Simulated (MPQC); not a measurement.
# AlH3Cl− (SMILES [H][Al-]([H])([H])[Cl]): levels of theory compared

We compute a comparison of 5 runs (HF/STO-3G, HF/6-31G, HF/def2-SVP, PBE/cc-pVDZ, PBE0/def2-SVP) of AlH3Cl−. 

The calculation is run with MPQC 2.3.1.

### Step 1. The molecule

AlH3Cl− has 5 atoms, charge -1, and is taken as a singlet. As SMILES, `[H][Al-]([H])([H])[Cl]`. Geometry: a GFN2-xTB relaxation, a rough one for these elements and not checked as a minimum.

Bond lengths: Al1–Cl2 2.096 Å, Al1–H3 1.609 Å, Al1–H4 1.608 Å, Al1–H5 1.609 Å. Angles: Cl2–Al1–H3 107.0°, Cl2–Al1–H4 107.2°, Cl2–Al1–H5 107.4°, H3–Al1–H4 111.6°, H3–Al1–H5 111.7°, H4–Al1–H5 111.8°.

### Step 2. Energy and gradient at HF/STO-3G (run 1)

input.in

```
% AlClH3
molecule<Molecule>: (
   symmetry = c1
   unit = bohr
   { atoms geometry } = {
      Al [ -0.00462983   0.00079368  -0.25362014 ]
      Cl [ 0.02617271  -0.03469537   3.70728361 ]
      H  [ 2.89524940   0.02207200  -1.16594212 ]
      H  [ -1.46527474   2.52163164  -1.11576989 ]
      H  [ -1.45151753  -2.50980196  -1.17193255 ]
   }
)
basis<GaussianBasisSet>: (
   name = "STO-3G"
   molecule = $:molecule
   basisdir = "."
   puream = yes
)
mpqc: (
   checkpoint = no
   savestate = no
   restart = no
   do_energy = yes
   do_gradient = yes
   optimize = no
   mole<CLHF>: (
      molecule = $:molecule
      basis = $:basis
      total_charge = -1
      memory = 1000000000
      print_evals = yes
      print_npa = yes
      maxiter = 120
      value_accuracy = 1e-08
      guess_wavefunction<CLHF>: (
         molecule = $:molecule
         total_charge = -1
         memory = 1000000000
         value_accuracy = 1e-3
         basis<GaussianBasisSet>: (
            name = "STO-2G"
            molecule = $:molecule
         )
      )
   )
)
```

The basis set STO-3G is read from a file made from the Basis Set Exchange's data (not shown).

Started as:

```console
mpqc input.in > input.out
```

The program printed:

```text
MPQC: Massively Parallel Quantum Chemistry
[...]
  LUMO is    18   A =   0.741452
  total scf energy = -695.3095958361
[...]
Value of the MolecularEnergy: -695.3095958361
  Gradient of the MolecularEnergy:
      1   -0.0002331279
      2   -0.0008756574
      3    0.0692945108
      4   -0.0000559927
      5    0.0004420924
      6   -0.0324620033
      7    0.0414874706
      8    0.0004061207
      9   -0.0123883890
     10   -0.0206024854
     11    0.0359432053
     12   -0.0117031658
[...]
      symmetry = c1
[...]
```

It took 0.26 s on 1 thread of Arm Neoverse N1, shared host.

### Step 3. Energy and forces at HF/6-31G (run 2)

run.in

```
molecule<Molecule>: (
    symmetry = c1
    unit = bohr
    { atoms geometry } = {
        Al [ -0.00462983     0.00079368    -0.25362014 ]
        Cl [ 0.02617271    -0.03469537     3.70728361 ]
        H  [ 2.89524940     0.02207200    -1.16594212 ]
        H  [ -1.46527474     2.52163164    -1.11576989 ]
        H  [ -1.45151753    -2.50980196    -1.17193255 ]
    }
)
basis<GaussianBasisSet>: (
    name = "6-31G"
    molecule = $:molecule
    basisdir = "."
    puream = yes
)
mpqc: (
    checkpoint = no
    savestate = no
    restart = no
    do_energy = yes
    do_gradient = yes
    optimize = no
    mole<CLHF>: (
        molecule = $:molecule
        basis = $:basis
        total_charge = -1
        memory = 1000000000
        print_evals = yes
        print_npa = yes
        maxiter = 120
        value_accuracy = 1e-08
        guess_wavefunction<ExtendedHuckelWfn>: (
            molecule = $:molecule
            total_charge = -1
            multiplicity = 1
            basis<GaussianBasisSet>: (
                name = "STO-3G"
                molecule = $:molecule
            )
        )
    )
)
```

The basis set 6-31G is read from a file made from the Basis Set Exchange's data (not shown).

Started as:

```console
mpqc -o run.out run.in
```

The program printed:

```text
MPQC: Massively Parallel Quantum Chemistry
[...]
  CLSCF::init: total charge = -1
[...]
  nbasis = 32
[...]
  iter     1 energy = -701.1550333727 delta = 3.27332e-01
[...]
  LUMO is    18   A =   0.284093
  total scf energy = -703.1684498007
[...]
Value of the MolecularEnergy: -703.1684498007
  Gradient of the MolecularEnergy:
      1    0.0000390640
      2   -0.0005516913
      3    0.0555355483
      4   -0.0003970139
      5    0.0007495307
      6   -0.0705917006
      7   -0.0088339077
      8   -0.0000097705
      9    0.0051387299
     10    0.0046955705
     11   -0.0078259784
     12    0.0049677636
[...]
      symmetry = c1
[...]
```

Run time: 1.6 s. Hardware: 1 thread of Arm Neoverse N1, shared host.

Runs 3 to 4 aren't shown in full; the table further down has their settings and results.

### Step 4. Energy and gradient at PBE0/def2-SVP (run 5)

job.in

```
% emacs should use -*- KeyVal -*- mode
molecule<Molecule>: (
  symmetry = c1
  unit = bohr
  { atoms geometry } = {
    Al [ -0.00462983   0.00079368  -0.25362014 ]
    Cl [ 0.02617271  -0.03469537   3.70728361 ]
    H  [ 2.89524940   0.02207200  -1.16594212 ]
    H  [ -1.46527474   2.52163164  -1.11576989 ]
    H  [ -1.45151753  -2.50980196  -1.17193255 ]
  }
)
basis<GaussianBasisSet>: (
  name = "def2-SVP"
  molecule = $:molecule
  basisdir = "."
  puream = yes
)
mpqc: (
  checkpoint = no
  savestate = no
  restart = no
  do_energy = yes
  do_gradient = yes
  optimize = no
  mole<CLKS>: (
    molecule = $:molecule
    basis = $:basis
    total_charge = -1
    memory = 1000000000
    print_evals = yes
    print_npa = yes
    maxiter = 120
    value_accuracy = 1e-08
    functional<SumDenFunctional>: (
      a0 = 0.25
      coefs = [ 0.75 1 ]
      funcs: [ <PBEXFunctional>: () <PBECFunctional>: () ]
    )
    integrator<RadialAngularIntegrator>: ( grid = xfine )
    guess_wavefunction<ExtendedHuckelWfn>: (
      molecule = $:molecule
      total_charge = -1
      multiplicity = 1
      basis<GaussianBasisSet>: (
        name = "STO-3G"
        molecule = $:molecule
      )
    )
  )
)
```

The basis set def2-SVP is read from a file made from the Basis Set Exchange's data (not shown).

Started as:

```console
mpqc -o job.out job.in
```

The program printed:

```text
MPQC: Massively Parallel Quantum Chemistry
[...]
  CLSCF::init: total charge = -1
[...]
  nbasis = 51
[...]
  Integrated electron density error = 0.000965238511
  iter     1 energy = -702.1490524937 delta = 2.03942e-01
  Integrated electron density error = 0.000127716848
  iter     2 energy = -703.8896691235 delta = 7.16167e-02
[...]
  Integrated electron density error = 0.000000289316
  iter    10 energy = -704.0360186239 delta = 4.33589e-07
  Integrated electron density error = 0.000000289316
  iter    11 energy = -704.0360186239 delta = 5.60667e-08
  Integrated electron density error = 0.000000289320
  iter    12 energy = -704.0360186239 delta = 1.62544e-08
[...]
  LUMO is    18   A =   0.226688
  total scf energy = -704.0360186239
[...]
  Integrated electron density error = 0.000000280863
  Total Gradient:
[...]
Value of the MolecularEnergy: -704.0360186239
  Gradient of the MolecularEnergy:
      1   -0.0001676330
      2   -0.0002554490
      3    0.0243657046
      4   -0.0001651164
      5    0.0004539027
      6   -0.0391149929
      7   -0.0065595564
      8   -0.0000090331
      9    0.0050161613
     10    0.0035336745
     11   -0.0058556353
     12    0.0048895163
[...]
        symmetry = c1
[...]
```

It took 28 s on 1 thread of Arm Neoverse N1, shared host; peak memory 0.12 GiB.

### Step 5. Overview of the runs

```csv
run,level,starting guess,integration grid,energy (Eh),HOMO energy (eV),LUMO energy (eV),HOMO–LUMO gap (eV),wall time
1,HF/STO-3G,STO-2G,–,-695.309596,-2.13,20.18,22.31,0.26 s
2,HF/6-31G,huckel STO-3G,–,-703.168450,-5.48,7.73,13.21,1.6 s
3,HF/def2-SVP,STO-3G,–,-703.029328,-5.31,8.93,14.24,2.4 s
4,PBE/cc-pVDZ,MINI (Huzinaga),xfine,-704.184336,-0.87,5.10,5.97,50 s
5,PBE0/def2-SVP,huckel STO-3G,xfine,-704.036019,-2.11,6.17,8.28,28 s
```

### Step 6. Outcome

| quantity | value |
| --- | --- |
| run 5: total energy | -704.03602 Eh |
| run 5: HOMO energy | -2.11 eV |
| run 5: LUMO energy | 6.17 eV |
| run 5: HOMO–LUMO gap (to an unbound level, set by the basis) | 8.28 eV |
| run 5: largest force on an atom | 2.012 eV/Å |

What this shows: The HOMO–LUMO gap runs from 5.97 eV (PBE/cc-pVDZ) to 22.31 eV (HF/STO-3G). The two ends differ in method and basis. The empty levels of an anion lie above zero and hang on the basis. Totals of different functionals can't be ranked against each other. In run 1 the basis is minimal, so the values are rough. All runs together took 82 s, the longest 50 s.
